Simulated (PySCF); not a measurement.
Electric properties by functional and basis

Compound: C₄H₈FN.
SMILES: `C[C@@H]1NC[C@H]1F`

PySCF, dipoles from the SCF density, polarisabilities from static response with core orbitals frozen. Geometry: PBE0-D3(BJ)/def2-SVP; no solvent, vibrations or thermal averaging.

The anisotropy is √(½[(α1 − α2)² + (α2 − α3)² + (α3 − α1)²]).

```json
{"level": "LDA/def2-SVPD", "μ (D)": "2.584", "α (Å³)": "8.78", "anisotropy (Å³)": "1.64"}
{"level": "PBE/def2-SVPD", "μ (D)": "2.504", "α (Å³)": "8.69", "anisotropy (Å³)": "1.63"}
{"level": "B3LYP/def2-SVPD", "μ (D)": "2.616", "α (Å³)": "8.40", "anisotropy (Å³)": "1.51"}
{"level": "PBE0/def2-SVPD", "μ (D)": "2.612", "α (Å³)": "8.30", "anisotropy (Å³)": "1.50"}
{"level": "BHandHLYP/def2-SVPD", "μ (D)": "2.726", "α (Å³)": "8.05", "anisotropy (Å³)": "1.41"}
{"level": "CAM-B3LYP/def2-SVPD", "μ (D)": "2.685", "α (Å³)": "8.25", "anisotropy (Å³)": "1.42"}
{"level": "wB97X-D/def2-SVPD", "μ (D)": "2.649", "α (Å³)": "8.23", "anisotropy (Å³)": "1.41"}
{"level": "LC-wPBE/def2-SVPD", "μ (D)": "2.695", "α (Å³)": "8.03", "anisotropy (Å³)": "1.35"}
{"level": "HF/def2-SVPD", "μ (D)": "2.820", "α (Å³)": "7.73", "anisotropy (Å³)": "1.30"}
{"level": "PBE0/6-31G*", "μ (D)": "2.469", "α (Å³)": "6.97", "anisotropy (Å³)": "1.46"}
{"level": "PBE0/def2-SVP", "μ (D)": "2.526", "α (Å³)": "7.12", "anisotropy (Å³)": "1.49"}
{"level": "PBE0/def2-TZVP", "μ (D)": "2.512", "α (Å³)": "8.08", "anisotropy (Å³)": "1.58"}
```

The dipole runs from 2.47 D (PBE0/6-31G*) to 2.82 D (HF/def2-SVPD). No reference polarisability is at hand; against PBE0 in the largest diffuse basis at hand (def2-SVPD) the other PBE0 rows deviate by 6-31G* -16%, def2-SVP -14%, def2-TZVP -3%. In one basis (def2-SVPD) the functionals order the polarisability from HF (lowest) to LDA (highest), a spread of 14%. With PBE0 the polarisability is 7.39 Å³ without diffuse functions (mean of 6-31G*, def2-SVP and def2-TZVP) and 8.30 Å³ with them (def2-SVPD).
